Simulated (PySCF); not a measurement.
Screening by computed properties: pick the candidate that meets the target.

All species are isolated and taken at one optimised geometry, non-relativistic unless stated; the electronic structure was computed with PySCF and density fitting.

Dipoles, sizes and rotational constants follow the conformer. The torsions of the flexible species, by atom-mapped SMILES:
- `[CH3:1][CH2:2][O:3][C:4]([F:5])([F:6])[O:7][CH3:8]`: C1–C2–O3–C4 95°, C2–O3–C4–F5 57°, O3–C4–O7–C8 -57°
- `[CH3:1][O:2][CH2:3][C:4]([F:5])([F:6])[O:7][CH3:8]`: C1–O2–C3–C4 -77°, O2–C3–C4–F5 -49°, C3–C4–O7–C8 179°
- `[CH3:1][O:2][C@H:3]([CH2:4][F:5])[O:6][CH2:7][F:8]`: C1–O2–C3–C4 -93°, O2–C3–C4–F5 65°, O2–C3–O6–C7 -63°, C3–O6–C7–F8 -71°
- `[CH3:1][CH2:2][O:3][CH2:4][O:5][CH:6]([F:7])[F:8]`: C1–C2–O3–C4 180°, C2–O3–C4–O5 -69°, O3–C4–O5–C6 -71°, C4–O5–C6–F7 164°
- `[SiH3:1][CH2:2][P:3]1[CH:4]=[CH:5][CH2:6][CH:7]=[CH:8]1`: Si1–C2–P3–C4 -48°
- `[CH3:1][O:2][C:3]([F:4])([CH2:5][F:6])[O:7][CH3:8]`: C1–O2–C3–F4 -54°, O2–C3–C5–F6 -63°, O2–C3–O7–C8 51°

Task: Wanted: lowest triplet excitation (Tamm–Dancoff) between 6 eV and 7.7 eV (TDA CAM-B3LYP/def2-SVPD) and HOMO–LUMO gap below 10.7 eV (CAM-B3LYP/def2-SVPD), at PBE0-D3(BJ)/def2-SVP geometries. Which candidate meets both?
A. `FC(F)=C(F)F`
B. `CCOC(F)(F)OC`
C. `CCOCOC(F)F`
D. `CO[C@H](CF)OCF`
E. `[SiH3]CP1C=CCC=C1`
F. `COCC(F)(F)OC`
G. `Cc1cc([SiH3])c(C)[pH]1`

Result: F. Computed values:
```csv
species,lowest triplet excitation (Tamm–Dancoff),HOMO–LUMO gap
Cc1cc([SiH3])c(C)[pH]1,2.75 eV,7.31 eV
[SiH3]CP1C=CCC=C1,3.74 eV,7.94 eV
FC(F)=C(F)F,4.59 eV,10.07 eV
COCC(F)(F)OC,7.36 eV,10.56 eV
CO[C@H](CF)OCF,7.59 eV,10.77 eV
CCOCOC(F)F,7.88 eV,11.16 eV
CCOC(F)(F)OC,8.44 eV,11.53 eV
```

Task: Wanted: electronic spatial extent ⟨r²⟩ about the centre of nuclear charge between 700 bohr² and 1500 bohr² (CAM-B3LYP/def2-SVPD) and static isotropic polarisability above 100 au (CAM-B3LYP/def2-SVPD), at PBE0-D3(BJ)/def2-SVP geometries. Which candidate meets both?
A. `Cc1cc([SiH3])c(C)[pH]1`
B. `FC(F)=C(F)F`
C. `[SiH3]CP1C=CCC=C1`
D. `CCOC(F)(F)OC`

Result: C. Computed values:
| species | electronic spatial extent ⟨r²⟩ about the centre of nuclear charge | static isotropic polarisability |
| --- | --- | --- |
| FC(F)=C(F)F | 489 bohr² | 29.0 au |
| CCOC(F)(F)OC | 1005 bohr² | 60.8 au |
| [SiH3]CP1C=CCC=C1 | 1411 bohr² | 121.1 au |
| Cc1cc([SiH3])c(C)[pH]1 | 1623 bohr² | 124.7 au |

Task: Wanted: dipole moment between 1.3 D and 2 D (CAM-B3LYP/def2-SVPD) and lowest singlet excitation below 8 eV (TDDFT CAM-B3LYP/def2-SVPD), at PBE0-D3(BJ)/def2-SVP geometries. Which candidate meets both?
A. `COCC(F)(F)OC`
B. `CCOCOC(F)F`
C. `CC1=CC([SiH3])=C(C)P1`
D. `CO[C@H](CF)OCF`
E. `FC(F)=C(F)F`
F. `FC(OCC)(OC)F`

Result: A. Computed values:
```
              species  dipole moment  lowest singlet excitation
          FC(F)=C(F)F         0.00 D                    6.68 eV
CC1=CC([SiH3])=C(C)P1         0.76 D                    4.34 eV
       CO[C@H](CF)OCF         0.93 D                    7.76 eV
         COCC(F)(F)OC         1.75 D                    7.57 eV
         FC(OCC)(OC)F         2.36 D                    8.60 eV
           CCOCOC(F)F         2.89 D                    8.07 eV
```

Task: Wanted: HOMO energy between -10.1 eV and -9.9 eV (CAM-B3LYP/def2-SVPD) and vertical ionisation energy above 10.4 eV (ΔSCF CAM-B3LYP/def2-SVPD), at PBE0-D3(BJ)/def2-SVP geometries. Which candidate meets both?
A. `FC(F)=C(F)F`
B. `COC(F)(CF)OC`
C. `CCOC(F)(F)OC`
D. `Cc1cc([SiH3])c(C)[pH]1`
E. `COCC(F)(F)OC`
F. `CCOCOC(F)F`
G. `[SiH3]CP1C=CCC=C1`

Result: F. Computed values:
```
               species  HOMO energy  vertical ionisation energy
          CCOC(F)(F)OC    -10.25 eV                    11.10 eV
            CCOCOC(F)F     -9.95 eV                    10.85 eV
          COC(F)(CF)OC     -9.82 eV                    10.69 eV
          COCC(F)(F)OC     -9.31 eV                    10.26 eV
           FC(F)=C(F)F     -9.16 eV                    10.51 eV
Cc1cc([SiH3])c(C)[pH]1     -7.54 eV                     8.03 eV
     [SiH3]CP1C=CCC=C1     -7.20 eV                     7.81 eV
```
